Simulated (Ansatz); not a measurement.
**Molecular dynamics of C$_{3}$H$_{4}$F$_{2}$O**

Input file:

```yaml
crystal:
  periodic: [false, false, false]
  atoms:
    - { symbol: F, position_ang: [-1.280158, -1.39679, 1.156467] }
    - { symbol: C, position_ang: [-0.273407, -0.408843, 1.235561] }
    - { symbol: C, position_ang: [0.492749, -0.262868, -0.132355] }
    - { symbol: O, position_ang: [1.128297, 1.058652, -0.435906] }
    - { symbol: C, position_ang: [-0.040637, 0.6332, -1.253404] }
    - { symbol: F, position_ang: [0.19428, 0.339437, -2.588067] }
    - { symbol: H, position_ang: [-0.710738, 0.595754, 1.498141] }
    - { symbol: H, position_ang: [0.472898, -0.669194, 2.039048] }
    - { symbol: H, position_ang: [1.088793, -1.158304, -0.426926] }
    - { symbol: H, position_ang: [-0.988978, 1.217756, -1.089759] }
magnetization:
  spin_polarized: true
basis:
  gaussian: { orbitals: STO-3G }
hamiltonian:
  xc: pbe
  dispersion: d4
md:
  timestep: 0.5
  n_steps: 156
  ensemble: nvt_langevin
  temperature: 2000.0
  initial_velocities: maxwell_boltzmann
  seed: 893607
  friction: 1.0
```

Command:

```bash
$ ansatz run input.yaml --threads 1 --pin off --max-ram 2048MiB --backend cpu --events-out ev --progress --plain --runs-dir out
```

It starts from a relaxed structure.

Output, in part (step lines, the closing report, with atoms numbered from 0):

```
md step     0: t =     0.00 fs  T =  1800.0 K  F+E_penalty+E_count = -10498.56587003 eV  E_kin = 2.326680 eV  (26 SCF iters)
[... lines left out ...]
Total energy: -10495.70372058 eV, -385.7099974880 hartree
Atom 0 at    -1.388167    -1.486649     1.271705 Å, force     2.793063     3.311017     0.145911 eV/Å
Atom 1 at    -0.394664    -0.334221     1.312306 Å, force     1.650964    -1.727600     0.705993 eV/Å
Atom 2 at     0.425138    -0.196798    -0.091815 Å, force    -2.355612     5.434041     0.867272 eV/Å
Atom 3 at     1.180465     1.134517    -0.466438 Å, force    -1.217014    -1.811222     0.183597 eV/Å
Atom 4 at    -0.023770     0.790810    -1.263653 Å, force    -0.795459    -1.040447    -1.522647 eV/Å
Atom 5 at     0.178397     0.392316    -2.710698 Å, force    -0.380678     1.067186     3.846099 eV/Å
Atom 6 at    -0.897502     0.715951     1.277925 Å, force     0.107960    -1.301791     1.447203 eV/Å
Atom 7 at     0.610901    -0.555456     2.396409 Å, force    -3.827148     0.984159    -3.666620 eV/Å
Atom 8 at     0.698448    -1.034812    -0.576665 Å, force     2.554341    -4.715768    -1.718554 eV/Å
Atom 9 at    -1.035305     1.357602    -1.120871 Å, force     1.469583    -0.199575    -0.288254 eV/Å
Dipole moment:    -0.146581     0.027183     0.090879 e Å
```

The steps, from the saved trajectory:

```
time (fs)  T (K)  potential energy less start (eV)
      0.0   1800                             0.000
      2.5   1898                             0.426
      5.0   2477                             0.518
      7.5   1689                             1.319
     10.0   2364                             2.084
     12.5    987                             1.171
     15.0   2606                             1.651
     17.5   2411                             1.098
     20.0   1402                             1.124
     22.5   1834                             1.441
     25.0   2937                             1.432
     27.5   2085                             1.393
     30.0   2010                             1.978
     32.5   2071                             3.108
     35.0   1754                             2.022
     37.5   1842                             2.207
     40.0   2891                             2.782
     42.5   1201                             2.455
     45.0   1306                             2.600
     47.5   1112                             1.931
     50.0   1356                             1.674
     52.5   2746                             1.777
     55.0   1507                             1.984
     57.5   1697                             1.779
     60.0   2122                             1.895
     62.5   1969                             1.667
     65.0   1576                             1.600
     67.5   1841                             1.989
     70.0   2100                             2.264
     72.5   1522                             2.390
     75.0   1059                             1.960
     77.5   2309                             2.678
```

All steps were run. A run of 0.078 ps of so small a system gives no equilibrium averages. The friction is so strong that the motion is overdamped, so the time scale means little. The orbitals stay closed-shell, which can raise the energy where a bond breaks towards radicals; this wasn't checked here. Limits of this set-up: minimal basis.

Parted: C2–H8 1.13 → 1.50 Å. It ends as C3H3F2O + H. Pairs count as bonded within 1.25 times the sum of covalent radii (0.12 Å more for H–H).

Last frame:

```xyz
10
Properties=species:S:1:pos:R:3
F -1.388 -1.487 1.272
C -0.395 -0.334 1.312
C 0.425 -0.197 -0.092
O 1.181 1.135 -0.466
C -0.024 0.791 -1.264
F 0.178 0.392 -2.711
H -0.897 0.716 1.278
H 0.611 -0.555 2.396
H 0.698 -1.035 -0.577
H -1.035 1.358 -1.121
```

The run took 5.9 min on 1 CPU thread of a shared host.
